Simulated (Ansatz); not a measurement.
Geometry optimisation, UKS PBE/def2-SVPD (Ansatz 0.2.0).

input.yaml

```yaml
crystal:
  periodic: [false, false, false]
  atoms:
    - { symbol: C, position_ang: [-0.5585, 0.626, 0.0186] }
    - { symbol: O, position_ang: [-0.6655, -0.729, -0.1213] }
    - { symbol: Al, position_ang: [0.9775, -1.3728, -0.6085] }
    - { symbol: H, position_ang: [-0.2619, 1.1647, -0.9624] }
    - { symbol: H, position_ang: [0.1, 0.9684, 0.7948] }
    - { symbol: H, position_ang: [-1.6146, 1.0543, 0.2893] }
    - { symbol: H, position_ang: [2.0842, -1.7796, 0.5438] }
magnetization:
  spin_polarized: true
  initial_magnetization: 1
basis:
  gaussian: { orbitals: def2-SVPD }
hamiltonian:
  xc: pbe
relax:
  f_tol: 0.02
  max_steps: 50
```

Run as:

```bash
$ ansatz run input.yaml --threads 2 --pin off --max-ram 3072MiB --backend cpu --events-out ev --progress --plain --runs-dir out
```

**Question.** Where does it end, and by what steps?

**Answer.** It converged. The force dipped under the threshold on the way, but the program's further checks kept it going. After 18 steps the energy has fallen by 0.584 eV; O2 moved furthest, 1.04 Å.

```json
{"step": "0", "energy less start (eV)": "0.0000", "largest force component (eV/Å)": "2.536", "accepted": "yes"}
{"step": "1", "energy less start (eV)": "-0.2119", "largest force component (eV/Å)": "1.280", "accepted": "yes"}
{"step": "2", "energy less start (eV)": "-0.3261", "largest force component (eV/Å)": "0.575", "accepted": "yes"}
{"step": "3", "energy less start (eV)": "-0.4228", "largest force component (eV/Å)": "0.365", "accepted": "yes"}
{"step": "4", "energy less start (eV)": "-0.4738", "largest force component (eV/Å)": "0.214", "accepted": "yes"}
{"step": "5", "energy less start (eV)": "-0.4988", "largest force component (eV/Å)": "0.094", "accepted": "yes"}
{"step": "6", "energy less start (eV)": "-0.5215", "largest force component (eV/Å)": "0.134", "accepted": "yes"}
{"step": "7", "energy less start (eV)": "-0.5126", "largest force component (eV/Å)": "0.550", "accepted": "no"}
{"step": "8", "energy less start (eV)": "-0.5322", "largest force component (eV/Å)": "0.141", "accepted": "yes"}
{"step": "9", "energy less start (eV)": "-0.5425", "largest force component (eV/Å)": "0.137", "accepted": "yes"}
{"step": "10", "energy less start (eV)": "-0.5587", "largest force component (eV/Å)": "0.222", "accepted": "yes"}
{"step": "11", "energy less start (eV)": "-0.5418", "largest force component (eV/Å)": "0.493", "accepted": "no"}
{"step": "12", "energy less start (eV)": "-0.5723", "largest force component (eV/Å)": "0.073", "accepted": "yes"}
{"step": "13", "energy less start (eV)": "-0.5776", "largest force component (eV/Å)": "0.043", "accepted": "yes"}
{"step": "14", "energy less start (eV)": "-0.5821", "largest force component (eV/Å)": "0.020", "accepted": "yes"}
{"step": "15", "energy less start (eV)": "-0.5622", "largest force component (eV/Å)": "0.661", "accepted": "no"}
{"step": "16", "energy less start (eV)": "-0.5836", "largest force component (eV/Å)": "0.008", "accepted": "yes"}
{"step": "17", "energy less start (eV)": "-0.5827", "largest force component (eV/Å)": "0.163", "accepted": "no"}
{"step": "18", "energy less start (eV)": "-0.5839", "largest force component (eV/Å)": "0.014", "accepted": "yes"}
```

```xyz
7
Properties=species:S:1:pos:R:3
C -0.607 0.823 0.030
O 0.194 -0.307 0.274
Al 1.143 -1.453 -0.615
H -0.627 1.111 -1.045
H -0.227 1.691 0.610
H -1.652 0.629 0.353
H 1.837 -2.562 0.346
```

Whether the end is a true minimum wasn't checked by a vibrational analysis.

Run time: 44 s on 2 threads of Arm Neoverse V1 (shared host), peak memory 0.18 GiB.
